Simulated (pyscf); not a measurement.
## Four-centre exchange: H₂O (SMILES O) + OH• (SMILES [OH]) -> H₂O (SMILES O) + OH• (SMILES [OH])

Gas phase, doublet surface, charge 0. Bonds broken: O1–H2, O4–H5. Bonds formed: O1–H5, H2–O4. Optimised with ωB97X-D3(BJ)/def2-SVP in PySCF. MP2 and CC: frozen core, UHF for open shells. ΔMP2 is the change of the MP2 total energy from the triple- to the quadruple-zeta basis.

Transition state (Å):

```xyz
5

O     -0.7283    -0.8904     0.6120
H     -1.1033     0.2086     0.3670
H      0.0142    -1.1152     0.0332
O     -2.1979     0.4543    -0.3421
H     -1.7089    -0.7419    -0.0399
```

One imaginary mode, 2223i cm⁻¹; descent along it reached the two sides named, in the forms told below.

```json
[
 {"bond": "O1–H2", "change": "breaks", "reactant side (Å)": "0.965", "saddle": "1.187", "product side": "1.860"},
 {"bond": "O4–H5", "change": "breaks", "reactant side (Å)": "0.987", "saddle": "1.327", "product side": "3.3"},
 {"bond": "O1–H5", "change": "forms", "reactant side (Å)": "1.860", "saddle": "1.187", "product side": "0.965"},
 {"bond": "H2–O4", "change": "forms", "reactant side (Å)": "3.3", "saddle": "1.327", "product side": "0.987"}
]
```

Electronic energies relative to the separated reactants (eV):

| level | barrier | reaction energy | reverse barrier |
|---|---|---|---|
| ωB97X-D3(BJ)/def2-TZVP | 1.74 | 0.00 | 1.74 |
| PBE/def2-TZVP | 1.27 | 0.00 | 1.27 |
| r²SCAN/def2-TZVP | 1.48 | 0.00 | 1.48 |
| B3LYP-D3(BJ)/def2-TZVP | 1.64 | 0.00 | 1.64 |
| PBE0-D3(BJ)/def2-TZVP | 1.57 | 0.00 | 1.57 |
| M06-2X/def2-TZVP | 1.70 | 0.00 | 1.70 |
| ωB97M-D3(BJ)/def2-TZVP | 1.71 | 0.00 | 1.71 |
| HF/def2-TZVP | 2.67 | 0.00 | 2.67 |
| MP2/def2-QZVPP | 1.84 | 0.00 | 1.84 |
| CCSD/def2-TZVPP | 2.02 | 0.00 | 2.02 |
| CCSD(T)/def2-TZVPP | 1.88 | 0.00 | 1.88 |
| CCSD(T)/def2-TZVPP + ΔMP2(QZVPP) | 1.90 | 0.00 | 1.90 |

With CCSD(T)/def2-TZVPP + ΔMP2(QZVPP) energies and thermal terms (ideal gas, 1 atm, RRHO with modes under 100 cm⁻¹ raised to 100, one conformer, R ln 2 for rigid chiral ones), in eV:

```tsv
T (K)	ΔH‡	ΔG‡	ΔH	ΔG
298	1.80	2.18	0.00	0.00
600	1.77	2.57	0.00	0.00
900	1.78	2.98	0.00	0.00
1200	1.80	3.37	0.00	0.00
```

On the reactant side the descent ends in a complex, 0.29 eV under the separated species and 2.03 eV under the saddle at ωB97X-D3(BJ)/def2-TZVP. On the product side the descent ends in a complex, 0.29 eV under the separated species and 2.03 eV under the saddle at ωB97X-D3(BJ)/def2-TZVP. Another saddle between the same species, by other bonds, lies lower (0.25 eV against 1.71 eV at ωB97M-D3(BJ)). The CCSD(T) − MP2 part came from Ansatz, without density fitting, on the same reference. Left out: orbital degeneracy and the spin-orbit lowering of OH.
